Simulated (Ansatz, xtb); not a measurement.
## Two isomers of C4H9NS

We compare X, `CS/C=C(/C)N`, a singlet, with Y, `CS/C=C(\C)N`, a singlet. Both are isolated molecules in the gas phase, relaxed with PBE0-D3(BJ)/def2-SVP; the shapes shown needn't be the lowest conformers.

X (Å):

| atom | x (Å) | y (Å) | z (Å) |
| --- | --- | --- | --- |
| C | 1.0492 | 1.5184 | 0.9525 |
| C | -1.6459 | 1.1998 | 0.4150 |
| C | -2.3196 | 0.0213 | 0.4254 |
| C | -3.2617 | -0.3448 | -0.6794 |
| N | -2.2462 | -0.8785 | 1.4550 |
| S | -0.5820 | 1.6675 | 1.7346 |
| H | 1.2386 | 0.4878 | 0.6205 |
| H | 1.7975 | 1.8008 | 1.7076 |
| H | 1.1365 | 2.2023 | 0.0955 |
| H | -1.8175 | 1.9140 | -0.3943 |
| H | -3.2698 | 0.4205 | -1.4651 |
| H | -2.9702 | -1.3060 | -1.1359 |
| H | -4.2860 | -0.4641 | -0.2910 |
| H | -1.5089 | -0.6954 | 2.1304 |
| H | -2.4233 | -1.8508 | 1.2422 |

Y (Å):

```xyz
15

C     1.8403    0.6496    2.0661
C     0.2694   -0.5424    0.1197
C     0.5666   -0.5351   -1.2048
C     0.9926    0.6854   -1.9573
N     0.5424   -1.6875   -1.9590
S     0.2913    0.8781    1.1481
H     1.8287   -0.2928    2.6335
H     2.7074    0.6610    1.3900
H     1.9218    1.4877    2.7741
H    -0.0465   -1.4856    0.5829
H     0.2651    0.9241   -2.7513
H     1.0662    1.5453   -1.2808
H     1.9662    0.5105   -2.4422
H     0.0807   -2.4909   -1.5516
H     0.3735   -1.5810   -2.9509
```

Problem. Which of the two would you expect CCSD(T)/def2-SVP + ΔMP2/def2-TZVPP electronic energies to favour?

Solution. Structure X; the calculation gives E(Y) − E(X) = +2.8 kcal/mol.

How the difference moves with the method:

```json
{"level": "PBE0-D3(BJ)/def2-SVP", "geometry": "PBE0-D3(BJ)/def2-SVP", "E(Y) − E(X) (kcal/mol)": "+2.7", "departure from the last row (kcal/mol)": "−0.1", "job, with rough time for the two": "optimisation, 56 s"}
{"level": "HF/def2-SVP", "geometry": "PBE0-D3(BJ)/def2-SVP", "E(Y) − E(X) (kcal/mol)": "+2.5", "departure from the last row (kcal/mol)": "−0.3", "job, with rough time for the two": "part of the CCSD(T) run"}
{"level": "MP2/def2-SVP", "geometry": "PBE0-D3(BJ)/def2-SVP", "E(Y) − E(X) (kcal/mol)": "+2.7", "departure from the last row (kcal/mol)": "−0.1", "job, with rough time for the two": "part of the CCSD(T) run"}
{"level": "CCSD(T)/def2-SVP", "geometry": "PBE0-D3(BJ)/def2-SVP", "E(Y) − E(X) (kcal/mol)": "+2.5", "departure from the last row (kcal/mol)": "−0.3", "job, with rough time for the two": "single point"}
{"level": "CCSD(T)/def2-SVP + ΔMP2/def2-TZVPP", "geometry": "PBE0-D3(BJ)/def2-SVP", "E(Y) − E(X) (kcal/mol)": "+2.8", "departure from the last row (kcal/mol)": "", "job, with rough time for the two": "single point, 36 s"}
```

As drawn, both hold the same kinds of bond in the same numbers.

The levels shown agree on the order. The largest departure from CCSD(T)/def2-SVP + ΔMP2/def2-TZVPP is that of HF/def2-SVP, 0.3 kcal/mol. Levels run at GFN2-xTB geometries aren't shown. The last row adds to CCSD(T) the change of the MP2 difference between the two basis sets, here +0.3 kcal/mol.

With thermal terms from frequencies at re-optimised GFN2-xTB minima (ideal gas, soft modes damped towards free rotors, one conformer each, 298.15 K, 1 atm): the zero-point term adds 0.0 kcal/mol; ΔH is +2.8 and ΔG +2.9 kcal/mol.

The correlated steps freeze 10 core orbitals. Run with Ansatz 0.2.0, xtb 6.7.1; the last row on 2 threads of Intel(R) Xeon(R) 6975P-C (Granite Rapids) on a shared host.
